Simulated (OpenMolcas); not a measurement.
# SiO (SMILES O=[Si]): levels of theory compared

We compute a comparison of 6 runs (HF/STO-3G, M06-2X/STO-3G, PBE0/STO-3G, UB3LYP/STO-3G, UPBE/STO-3G, MP2/STO-3G) of SiO. 

The results are computed with OpenMolcas 26.06.

2 further runs of the same task are left out: 2 that didn't finish.

## 1. The molecule

SiO: 2 atoms, total charge 0, spin state singlet. SMILES: `O=[Si]`. The O1–Si2 distance was set to 1.886 Å, away from the relaxed value.

Bond lengths: O1–Si2 1.886 Å.

## 2. The energy at HF/STO-3G (run 1)

File mol.input:

```
&gateway
baslib=$CurrDir
basisset
O.STO-3G....
O1 -0.961042 0.347247 -0.485996 angstrom
End of Basis
basisset
Si.STO-3G....
Si2 0.640700 -0.231500 0.324000 angstrom
End of Basis
&seward
&scf
thresholds=1e-10 1e-07 1e-07 1e-05
prorbitals=1 1
```

The basis set STO-3G is read from a file made from the Basis Set Exchange's data (not shown).

Command:

```bash
$ export MOLCAS_MEM=1860
$ pymolcas mol.input > mol.log
```

What it wrote:

```text
--- Start Module: gateway ---
[...]
--- Stop Module: gateway /rc=_RC_ALL_IS_WELL_ ---
--- Start Module: seward ---
[...]
      Basis functions           14
--- Stop Module: seward /rc=_RC_ALL_IS_WELL_ ---
--- Start Module: scf ---
[...]
       Convergence after  13 Iterations
[...]
::    Total SCF energy                               -359.2626327316
[...]
      Total spin, S                                     0.0000000000
[...]
      Total electronic charge=   22.000000
      Total            charge=   -0.000000
[...]
      Dipole Moment (debye):
      Origin of the operator (angstrom)=    0.0581   -0.0210    0.0294
                   X=  2.5462E+00               Y= -9.2001E-01               Z=  1.2876E+00           Total=  2.9979E+00
      Quadrupole Moment (debye*angstrom):
[...]
--- Stop Module: scf /rc=_RC_ALL_IS_WELL_ ---
[...]
```

It took 1.6 s on 1 thread of Intel Xeon Platinum 8488C (Sapphire Rapids), shared host; peak memory 0.37 GiB.

## 3. The energy at M06-2X/STO-3G (run 2)

File mol.inp:

```
* OSi Kohn-Sham DFT
&GATEWAY
BasLib=$CurrDir
BasisSet
O.STO-3G....
O1 -0.961042 0.347247 -0.485996 angstrom
End of Basis
BasisSet
Si.STO-3G....
Si2 0.640700 -0.231500 0.324000 angstrom
End of Basis
&SEWARD
GridInput
Grid=UltraFine
End of Grid
&SCF
KSDFT=M062X
Thresholds=1e-10 1e-07 1e-07 1e-05
PrOrbitals=1 1
```

The basis set STO-3G is read from a file made from the Basis Set Exchange's data (not shown).

Command:

```bash
$ export MOLCAS_MEM=1860
$ pymolcas mol.inp > mol.log
```

What it wrote:

```text
--- Start Module: gateway ---
[...]
--- Stop Module: gateway /rc=_RC_ALL_IS_WELL_ ---
--- Start Module: seward ---
[...]
      Basis functions           14
--- Stop Module: seward /rc=_RC_ALL_IS_WELL_ ---
--- Start Module: scf ---
[...]
       Convergence after  12 Iterations
[...]
::    Total KS-DFT energy                            -360.1830801972
[...]
      Total spin, S                                     0.0000000000
[...]
      Total electronic charge=   22.000000
      Total            charge=   -0.000000
[...]
      Dipole Moment (debye):
      Origin of the operator (angstrom)=    0.0581   -0.0210    0.0294
                   X=  1.7896E+00               Y= -6.4661E-01               Z=  9.0498E-01           Total=  2.1071E+00
      Quadrupole Moment (debye*angstrom):
[...]
--- Stop Module: scf /rc=_RC_ALL_IS_WELL_ ---
[...]
```

It took 3.3 s on 1 thread of Intel Xeon Platinum 8488C (Sapphire Rapids), shared host; peak memory 0.37 GiB.

Runs 3 to 5 aren't shown in full; the table further down has their settings and results.

## 4. A single-point energy at MP2/STO-3G (run 6)

File mol.input:

```
* OSi MP2

&GATEWAY
 BasLib = $CurrDir
 BasisSet
 O.STO-3G....
 O1 -0.961042 0.347247 -0.485996 angstrom
 End of Basis
 BasisSet
 Si.STO-3G....
 Si2 0.640700 -0.231500 0.324000 angstrom
 End of Basis

&SEWARD

&SCF
 Thresholds = 1e-10 1e-07 1e-07 1e-05
 PrOrbitals = 1 1

&MBPT2
 Frozen = 6
```

The basis set STO-3G is read from a file made from the Basis Set Exchange's data (not shown).

Command:

```bash
$ export MOLCAS_MEM=1860
$ pymolcas mol.input > mol.log
```

What it wrote:

```text
--- Start Module: gateway ---
[...]
--- Stop Module: gateway /rc=_RC_ALL_IS_WELL_ ---
[...]
      Basis functions           14
[...]
--- Start Module: scf ---
[...]
       Convergence after  13 Iterations
[...]
::    Total SCF energy                               -359.2626327316
[...]
      Total spin, S                                     0.0000000000
[...]
      Total electronic charge=   22.000000
      Total            charge=   -0.000000
[...]
      Dipole Moment (debye):
      Origin of the operator (angstrom)=    0.0581   -0.0210    0.0294
                   X=  2.5462E+00               Y= -9.2001E-01               Z=  1.2876E+00           Total=  2.9979E+00
      Quadrupole Moment (debye*angstrom):
[...]
--- Stop Module: scf /rc=_RC_ALL_IS_WELL_ ---
--- Start Module: mbpt2 ---
[...]
WARNING!
Default frozen orbitals as non valence orbitals is overwritten by user input.
Default values:   3
[...]
       Reference weight ( Cref**2 )         =        0.84895
::    Total MBPT2 energy                             -359.4540817577
[...]
      Total MBPT2 calculations                           0.03      0.04
--- Stop Module: mbpt2 /rc=_RC_ALL_IS_WELL_ ---
[...]
```

Run time: 1.6 s. Hardware: 1 thread of Intel Xeon Platinum 8488C (Sapphire Rapids), shared host; peak memory 0.37 GiB.

## 5. Overview of the runs

```csv
run,level,integration grid,scramble,energy (Eh),dipole moment (D) of the reference,HOMO energy (eV),LUMO energy (eV),wall time
1,HF/STO-3G,–,–,-359.262633,3.00,-5.70,6.07,1.6 s
2,M06-2X/STO-3G,UltraFine,–,-360.183080,2.11,-4.22,3.30,3.3 s
3,PBE0/STO-3G,UltraFine,–,-360.003390,1.86,-3.10,2.24,2.7 s
4,UB3LYP/STO-3G,UltraFine,0.25,-360.196302,1.84,-2.87,2.07,9 s
5,UPBE/STO-3G,UltraFine,0.25,-359.988006,1.54,-1.99,1.37,4.2 s
6,MP2/STO-3G,–,–,-359.454082,3.00,-5.70,6.07,1.6 s
```

## 6. What came out

| quantity | value |
| --- | --- |
| run 6: total energy | -359.45408 Eh |
| run 6: dipole moment (mean-field density) | 3.00 D |
| run 6: HOMO energy (Hartree–Fock orbitals) | -5.70 eV |
| run 6: LUMO energy (Hartree–Fock orbitals) | 6.07 eV |
| run 6: HOMO–LUMO gap (Hartree–Fock orbitals) | 11.77 eV |
| run 6: correlation energy (6 core orbitals frozen) | -191.4 mEh |

In words: Over runs 1, 2, 3, 4, 5 the dipole moment (its size) runs from 1.54 D (UPBE/STO-3G) to 3.00 D (HF/STO-3G). Over runs 1, 2, 3, 4, 5 the HOMO–LUMO gap runs from 3.36 eV (UPBE/STO-3G) to 11.77 eV (HF/STO-3G). Totals of different functionals can't be ranked against each other. In runs 1, 2, 3, 4, 5, 6 the basis is minimal, so the values are rough. All runs together took 23 s, the longest 9 s.
